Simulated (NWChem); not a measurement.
**SOF2 (thionyl fluoride): levels of theory compared**

Wanted: a comparison of 4 runs (HF/STO-3G, HF/3-21G, B3LYP/6-31G*) of SOF2 (thionyl fluoride). 

Program for the calculation: NWChem 7.3.0.

1 further run of the same task is left out (it didn't finish).

## 1. The system as given

The species is SOF2 (4 atoms), meant as a singlet with charge 0. SMILES: `O=S(F)F`. The coordinates come from a PBE0-D4/def2-TZVP relaxation.

Bond lengths: O1–S2 1.419 Å, S2–F3 1.588 Å, S2–F4 1.588 Å. Angles: O1–S2–F3 106.5°, O1–S2–F4 106.4°, F3–S2–F4 93.0°.

## 2. Energy and gradient at HF/STO-3G (run 1)

run.py reads:

```python
from ase import Atoms
from ase.calculators.nwchem import NWChem

atoms = Atoms('OSFF', positions=[
    [0.932400, 0.066600, -1.017800],
    [-0.151300, -0.426200, -0.245700],
    [-1.124400, 0.804200, 0.000400],
    [0.343300, -0.444600, 1.263100],
])

calc = NWChem(
    label='input',
    theory='scf',
    memory='2200 mb',
    basis='STO-3G',
    basispar='spherical bse',
    scf={'nopen': '0', 'rhf': None, 'thresh': '1e-08', 'maxiter': '80', 'print': 'low'},
)
atoms.calc = calc

forces = atoms.get_forces()
e = atoms.get_potential_energy()
print(f"E = {e:.6f} eV")
print("forces (eV/A):")
for s, f in zip(atoms.symbols, forces):
    print(f"{s:2s} {f[0]:10.5f} {f[1]:10.5f} {f[2]:10.5f}")
```

Started as:

```console
export ASE_NWCHEM_COMMAND="nwchem PREFIX.nwi > PREFIX.nwo"
python run.py
```

The program printed:

```text
E = -18036.789764 eV
forces (eV/A):
O     8.76901    4.30547   -5.93400
S    -8.02920   -7.61648    1.80101
F    -1.90421    2.96140    0.74665
F     1.16440    0.34962    3.38640
```

The calculator wrote input.nwi:

```
title "input"

permanent_dir input

scratch_dir input

start input

geometry units angstrom nocenter noautosym noautoz
  O  9.3240000000000001e-01 6.6600000000000006e-02 -1.0178000000000000e+00
  S  -1.5129999999999999e-01 -4.2620000000000002e-01 -2.4570000000000000e-01
  F  -1.1244000000000001e+00 8.0420000000000003e-01 4.0000000000000002e-04
  F  3.4329999999999999e-01 -4.4460000000000000e-01 1.2630999999999999e+00
end

memory 2200 mb

basis spherical bse noprint
   * library STO-3G
end

scf
  nopen 0
  rhf
  thresh 1e-08
  maxiter 80
  print low
end

task scf gradient
```

input.nwo:

```text
Northwest Computational Chemistry Package (NWChem) 7.3.0
             --------------------------------------------------------

           Job information
           ---------------

    nwchem branch   = 7.3.0
    use scalapack   = T
    input           = input.nwi
    prefix          = input.
    data base       = input/input.db
    status          = startup
    nproc           =        1

           Memory information
           ------------------

[... 5 lines left out ...]
    hardfail = no
[... 97 lines left out ...]
       Final RHF  results
[... 3 lines left out ...]
      One-electron energy =  -1310.377505793184
[... 1 line left out ...]
 Nuclear repulsion energy =    193.929531180000
[... 1 line left out ...]
        Time for solution =      1.3s

                              NWChem Gradients Module
                              -----------------------

                         RHF ENERGY GRADIENTS

    atom               coordinates                        gradient
                 x          y          z           x          y          z
   1 O       1.761981   0.125856  -1.923363   -0.170530  -0.083728   0.115398
   2 S      -0.285916  -0.805401  -0.464306    0.156143   0.148117  -0.035024
   3 F      -2.124808   1.519718   0.000756    0.037031  -0.057590  -0.014520
   4 F       0.648743  -0.840172   2.386913   -0.022644  -0.006799  -0.065855

 Task  times  cpu:        1.8s     wall:        1.8s
 Total times  cpu:        1.8s     wall:        1.8s
```

Wall time 3.6 s (1 thread of Intel Xeon Platinum 8375C at 2.90GHz (Ice Lake), shared host); peak memory 0.1 GiB.

## 3. Energy and forces at HF/3-21G (run 2)

mol.nw reads:

```
start mol
title "F2OS"
memory stack 880 mb heap 220 mb global 1100 mb
geometry units angstroms noautosym nocenter noautoz
   O     0.932400    0.066600   -1.017800
   S    -0.151300   -0.426200   -0.245700
   F    -1.124400    0.804200    0.000400
   F     0.343300   -0.444600    1.263100
end
basis "ao basis" spherical bse
   * library 3-21G
end
scf
   nopen 0
   rhf
   thresh 1e-08
   maxiter 80
end
task scf gradient
```

Started as:

```console
nwchem mol.nw > mol.out
```

The program printed:

```text
[...]
  functions       =    40
[...]
  wavefunction    = RHF
[...]
         Total SCF energy =   -667.632991663673
      One-electron energy =  -1310.849393392852
      Two-electron energy =    449.286870549179
 Nuclear repulsion energy =    193.929531180000
        Time for solution =      1.3s
[...]
                         RHF ENERGY GRADIENTS
    atom               coordinates                        gradient
                 x          y          z           x          y          z
   1 O       1.761981   0.125856  -1.923363   -0.121055  -0.056169   0.085154
   2 S      -0.285916  -0.805401  -0.464306    0.109173   0.091291  -0.036637
   3 F      -2.124808   1.519718   0.000756    0.023505  -0.032514  -0.009148
   4 F       0.648743  -0.840172   2.386913   -0.011624  -0.002608  -0.039369
[...]
```

It took 2.5 s on 1 thread of Intel Xeon Platinum 8375C at 2.90GHz (Ice Lake), shared host; peak memory 0.1 GiB.

Run 3 isn't shown in full; the table further down has it.

## 4. Energy and forces at B3LYP/6-31G(d) (Cartesian functions) (run 4)

calc.nw reads:

```
start calc
memory 2200 mb

geometry units angstroms noautosym nocenter noautoz
O     0.932400    0.066600   -1.017800
S    -0.151300   -0.426200   -0.245700
F    -1.124400    0.804200    0.000400
F     0.343300   -0.444600    1.263100
end

basis
* library 6-31G*
end

dft
xc b3lyp
grid xfine
convergence energy 1e-08
iterations 100
mulliken
print medium
end

task dft gradient
```

Started as:

```console
nwchem calc.nw > calc.out
```

The program printed:

```text
[...]
          Wavefunction type:  closed shell.
          No. of atoms     :     4
          No. of electrons :    42
[...]
          Charge           :     0
          Spin multiplicity:     1
[...]
          AO basis - number of functions:    64
[...]
              XC Information
              --------------
                         B3LYP Method XC Potential
                     Hartree-Fock (Exact) Exchange  0.200
                        Slater Exchange Functional  0.800 local
                    Becke 1988 Exchange Functional  0.720 non-local
              Lee-Yang-Parr Correlation Functional  0.810
                  VWN I RPA Correlation Functional  0.190 local
[...]
 d= 0,ls=0.0,diis     1   -672.8752049219 -8.67D+02  3.74D-02  1.58D+00     3.1
[...]
 d= 0,ls=0.0,diis     8   -673.0412232157 -5.14D-09  2.66D-06  2.69D-08    17.6
         Total DFT energy =     -673.041223215706
      One electron energy =    -1316.296986425115
           Coulomb energy =      504.613358629864
    Exchange-Corr. energy =      -55.287126600456
 Nuclear repulsion energy =      193.929531180000
[...]
  wavefunction    = closed shell
                         DFT ENERGY GRADIENTS
    atom               coordinates                        gradient
                 x          y          z           x          y          z
   1 O       1.761981   0.125856  -1.923363   -0.031363  -0.012625   0.023978
   2 S      -0.285916  -0.805401  -0.464306    0.021640   0.029795   0.004282
   3 F      -2.124808   1.519718   0.000756    0.016307  -0.018330  -0.004283
   4 F       0.648743  -0.840172   2.386913   -0.006584   0.001160  -0.023977
[...]
```

It took 23 s on 1 thread of Intel Xeon Platinum 8375C at 2.90GHz (Ice Lake), shared host; peak memory 0.12 GiB.

## 5. Overview of the runs

| run | level | iteration cap | module | energy (Eh) | largest force (eV/Å) | wall time |
| --- | --- | --- | --- | --- | --- | --- |
| 1 | HF/STO-3G | 80 | scf | -662.839803 | 11.430 | 3.6 s |
| 2 | HF/3-21G | 80 | scf | -667.632992 | 8.140 | 2.5 s |
| 3 | B3LYP/6-31G* (spherical functions) | 100 | dft | -673.035193 | 2.127 | 26 s |
| 4 | B3LYP/6-31G* (Cartesian functions) | 100 | dft | -673.041223 | 2.131 | 23 s |

## 6. What came out

```
                       quantity          value
            run 4: total energy  -673.04122 Eh
           run 4: dipole moment         1.73 D
             run 4: HOMO energy       -9.03 eV
             run 4: LUMO energy       -0.97 eV
           run 4: HOMO–LUMO gap        8.06 eV
run 4: largest force on an atom     2.131 eV/Å
```

In words: Over runs 2, 3, 4 the dipole moment (its size) runs from 1.73 D (B3LYP/6-31G*) to 2.92 D (HF/3-21G). The two ends differ in method and basis. Over runs 2, 3, 4 the HOMO–LUMO gap runs from 8.06 eV (B3LYP/6-31G*) to 16.35 eV (HF/3-21G). In run 1 the basis is minimal, so the values are rough. All runs together took 55 s, the longest 26 s.
